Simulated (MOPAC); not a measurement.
MOPAC input (PM3):

```
PM3 PRECISE GNORM=0.05 LET XYZ CHARGE=-1 GEO-OK AUX(PRECISION=9) THREADS=1
CH3S

C    -0.02414292 1    1.12315603 1    0.01877293 1
S     0.01525850 1   -0.70984264 1   -0.01186463 1
H    -1.05021111 1    1.51794223 1    0.00835545 1
H     0.46073541 1    1.53526110 1    0.91534586 1
H     0.49019726 1    1.56534275 1   -0.84650488 1
```

Output:

```
 *******************************************************************************
 **                                                                           **
 **                              MOPAC v23.2.5                                **
 **                                                                           **
 *******************************************************************************
 ** MOPAC's Digital Object Identifier: https://doi.org/10.5281/zenodo.6511958 **
 **                                                                           **
 ** Please cite the open-source release paper for use of this MOPAC version:  **
 ** J. E. Moussa and J. J. P. Stewart (2026)                                  **
 ** MOPAC: An open-source semiempirical molecular orbital program             **
 ** J. Open Source Softw., 11(119), 8025, https://doi.org/10.21105/joss.08025 **
 *******************************************************************************

                              PM3 CALCULATION RESULTS

 *******************************************************************************
 *  PM3        - The PM3 Hamiltonian to be used
 *  GEO-OK     - OVERRIDE INTERATOMIC DISTANCE AND OTHER SAFETY CHECKS
 *
 *
 *
 *                 CHARGE ON SYSTEM = -1
 *
 *
 *
 *  LET        - OVERRIDE SOME SAFETY CHECKS
 *  PRECISE    - TIGHTER CRITERIA TO BE USED
 *  XYZ        - CARTESIAN COORDINATE SYSTEM TO BE USED
 *  GNORM      - EXIT WHEN GRADIENT NORM DROPS BELOW 0.050
 *  AUX        - OUTPUT AUXILIARY INFORMATION
 *******************************************************************************
PM3 PRECISE GNORM=0.05 LET XYZ CHARGE=-1 GEO-OK AUX(PRECISION=9) THREADS=1
 CH3S

   ATOM   CHEMICAL          X               Y               Z
  NUMBER   SYMBOL      (ANGSTROMS)     (ANGSTROMS)     (ANGSTROMS)

     1       C         -0.02414292  *   1.12315603  *   0.01877293  *
     2       S          0.01525850  *  -0.70984264  *  -0.01186463  *
     3       H         -1.05021111  *   1.51794223  *   0.00835545  *
     4       H          0.46073541  *   1.53526110  *   0.91534586  *
     5       H          0.49019726  *   1.56534275  *  -0.84650488  *

          CARTESIAN COORDINATES

    NO.       ATOM           X           Y           Z

     1         C         -0.0241      1.1232      0.0188
     2         S          0.0153     -0.7098     -0.0119
     3         H         -1.0502      1.5179      0.0084
     4         H          0.4607      1.5353      0.9153
     5         H          0.4902      1.5653     -0.8465

  H: (PM3): J. J. P. STEWART, J. COMP. CHEM. 10, 209 (1989).
  C: (PM3): J. J. P. STEWART, J. COMP. CHEM. 10, 209 (1989).
  S: (PM3): J. J. P. STEWART, J. COMP. CHEM. 10, 209 (1989).

           Empirical Formula: C H3 S  =     5 atoms

      MOLECULAR POINT GROUP   :   C3v

      RHF CALCULATION, NO. OF DOUBLY OCCUPIED LEVELS = 7

          Geometry optimization using EF

          DIAGONAL MATRIX USED AS START HESSIAN

 CYCLE:     1  GRAD.:    28.208 HEAT: -21.62460
 CYCLE:     2  GRAD.:   117.248 HEAT: -17.00792
 CYCLE:     3  GRAD.:    37.195 HEAT: -21.56431
 CYCLE:     4  GRAD.:    74.996 HEAT: -17.81473
 CYCLE:     5  GRAD.:     5.311 HEAT: -22.13430
 CYCLE:     6  GRAD.:     0.969 HEAT: -22.15031
 CYCLE:     7  GRAD.:     0.010 HEAT: -22.15083

     GRADIENT =  0.00963 IS LESS THAN CUTOFF =  0.05000

 -------------------------------------------------------------------------------
 PM3 PRECISE GNORM=0.05 LET XYZ CHARGE=-1 GEO-OK AUX(PRECISION=9) THREADS=1
 CH3S

     GEOMETRY OPTIMISED USING EIGENVECTOR FOLLOWING (EF).
     SCF FIELD WAS ACHIEVED

                              PM3 CALCULATION
                                                       MOPAC v23.2.5 Linux

          FINAL HEAT OF FORMATION =        -22.15083 KCAL/MOL =     -92.67907 KJ/MOL

          COSMO AREA              =         80.83 SQUARE ANGSTROMS
          COSMO VOLUME            =         63.73 CUBIC ANGSTROMS

          GRADIENT NORM           =          0.00963          =       0.00431 PER ATOM
          IONIZATION POTENTIAL    =          2.291508 EV
          HOMO LUMO ENERGIES (EV) =         -2.292  7.459
          NO. OF FILLED LEVELS    =          7
          MOLECULAR WEIGHT        =         47.0947         POINT GROUP:  C3v

          MOLECULAR DIMENSIONS (Angstroms)

            Atom       Atom       Distance
            H     3    S     2     2.43032
            H     4    H     5     1.75669
            H     3    H     4     1.38253

          SCF CALCULATIONS        =          8

   ATOM   CHEMICAL          X               Y               Z
  NUMBER   SYMBOL      (ANGSTROMS)     (ANGSTROMS)     (ANGSTROMS)

     1       C         -0.02366157  *   1.10076933  *   0.01839871  *
     2       S          0.01475571  *  -0.68645277  *  -0.01147368  *
     3       H         -1.04655065  *   1.49979949  *   0.00810691  *
     4       H          0.45953958  *   1.51706265  *   0.91218208  *
     5       H          0.48890669  *   1.54704760  *  -0.84400566  *

                             CARTESIAN COORDINATES

   1    C       -0.023661575     1.100769329     0.018398706
   2    S        0.014755710    -0.686452770    -0.011473677
   3    H       -1.046550654     1.499799490     0.008106910
   4    H        0.459539581     1.517062652     0.912182085
   5    H        0.488906688     1.547047598    -0.844005657

           Empirical Formula: C H3 S  =     5 atoms

      MOLECULAR POINT GROUP   :   C3v

                  EIGENVALUES
 -25.93003 -16.38776  -9.11101  -9.11101  -6.70464  -2.29151  -2.29151   7.45946
   9.12319   9.23042   9.23042

              NET ATOMIC CHARGES AND DIPOLE CONTRIBUTIONS

  ATOM NO.   TYPE          CHARGE      No. of ELECS.   s-Pop       p-Pop
    1          C          -0.087148        4.0871     1.13062     2.95653
    2          S          -0.907109        6.9071     1.96189     4.94522
    3          H          -0.001914        1.0019     1.00191
    4          H          -0.001914        1.0019     1.00191
    5          H          -0.001914        1.0019     1.00191
 DIPOLE           X         Y         Z       TOTAL
 POINT-CHG.    -0.044     2.061     0.034     2.062
 HYBRID        -0.027     1.242     0.021     1.242
 SUM           -0.071     3.303     0.055     3.304

          ATOMIC ORBITAL ELECTRON POPULATIONS

     Atom    s        px        py        pz
    1  C   1.13062   0.97594   1.00465   0.97593
    2  S   1.96189   1.98398   0.97707   1.98417
    3  H   1.00191
    4  H   1.00191
    5  H   1.00191

 **********************
 *                    *
 * JOB ENDED NORMALLY *
 *                    *
 **********************

 == MOPAC DONE ==
```

The dipole moment of an ion depends on the origin.
